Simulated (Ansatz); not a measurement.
**AlHO + HCl: a complex and its separated parts**

Aim: how far the complex at one end of a reaction step lies below its separated, relaxed parts, level by level.

Program: Ansatz 0.2.0, Gaussian basis. Level of theory: PBE0-D4/def2-TZVP structures, single points in def2-TZVPP, no counterpoise correction. These are calculated values, not measurements.

Levels: SPW92, PBE-D4, BLYP-D4, r2SCAN-D4, B97M-V, PBE0-D4, B3LYP-D4, r2SCAN0-D4, BHLYP-D4, CAM-B3LYP-D4, wB97X-V, wB97M-V, B2PLYP, PBE-QIDH, RPA on PBE, Hartree-Fock, MP2, CCSD, CCSD(T).

Correlated methods freeze the cores. B3LYP uses VWN-RPA correlation. B2PLYP carries no dispersion term here.

56 further runs of the same task are left out: 56 set aside as unsound or not needed.

**1. Where the work starts**

The complex: 5 atoms, charge 0, spin multiplicity 1.

Atoms are counted from 1 here; the program's logs count them from 0.

Bond lengths: Al1–O4 1.665 Å, Cl2–H3 1.298 Å, O4–H5 0.950 Å. Angles: Al1–O4–H5 178.3°.

As a file:

```
Al   -0.2430    0.3149    0.2087
Cl    1.8802   -2.4245   -1.6053
H     1.1763   -1.5154   -1.0036
O    -1.1396    1.4837    0.9854
H    -1.6740    2.1411    1.4147
```

Its parts: AlHO holds atoms 1, 4, 5; HCl holds atoms 2, 3. Each part counts its atoms afresh in its own runs.

**2. Relaxing AlHO alone**

relax-a/in.yaml reads:

```yaml
crystal:
  periodic: [false, false, false]
  atoms:
    - {symbol: Al, position_ang: [-0.243050, 0.314885, 0.208725]}
    - {symbol: O, position_ang: [-1.139552, 1.483722, 0.985437]}
    - {symbol: H, position_ang: [-1.673982, 2.141114, 1.414654]}
basis:
  gaussian: {orbitals: def2-TZVP}
hamiltonian: {xc: pbe0, dispersion: d4}
relax: {f_tol: 0.005, max_steps: 200}
```

Command:

```sh
> ansatz run in.yaml --threads 2 --pin off --events-out ev --progress --plain --max-ram 4352MiB
```

After this run come: Relaxing HCl alone; SPW92/def2-TZVPP; PBE-D4/def2-TZVPP; BLYP-D4/def2-TZVPP; r2SCAN-D4/def2-TZVPP; B97M-V/def2-TZVPP; PBE0-D4/def2-TZVPP; B3LYP-D4/def2-TZVPP; r2SCAN0-D4/def2-TZVPP; BHLYP-D4/def2-TZVPP; CAM-B3LYP-D4/def2-TZVPP; wB97X-V/def2-TZVPP; wB97M-V/def2-TZVPP; B2PLYP/def2-TZVPP; PBE-QIDH/def2-TZVPP; RPA on PBE/def2-TZVPP; CCSD(T)/def2-TZVPP; CCSD(T)/def2-QZVPP; Vibrations of AlHO; Vibrations of HCl.

**Question.** What will these runs give? Wanted: complex less parts, CCSD(T)/def2-TZVPP; with zero-point energy; largest T1 diagnostic.

**Answer**, as computed:

| quantity | value |
| --- | --- |
| complex less parts, CCSD(T)/def2-TZVPP | -6.5 kJ/mol |
| with zero-point energy | -3.3 kJ/mol |
| largest T1 diagnostic | 0.015 |

**Reading.** At CCSD(T) the complex lies 6.5 kJ/mol below its parts. B2PLYP is the best functional here (-1.1 kJ/mol from CCSD(T)); SPW92 is the worst (-16.8 kJ/mol). By rung, the mean size of the error is: LDA 16.8, GGA 9.4, meta-GGA 4.4, hybrid 6.2, range-separated hybrid 3.4, double hybrid 2.2 kJ/mol. PBE-D4 gives a relative energy 10.8 kJ/mol too low, an error of 166 % of the reference. No counterpoise was applied, and triple zeta lacks some correlation, so the CCSD(T) reference has a basis error of its own, and close matches with it are partly luck.
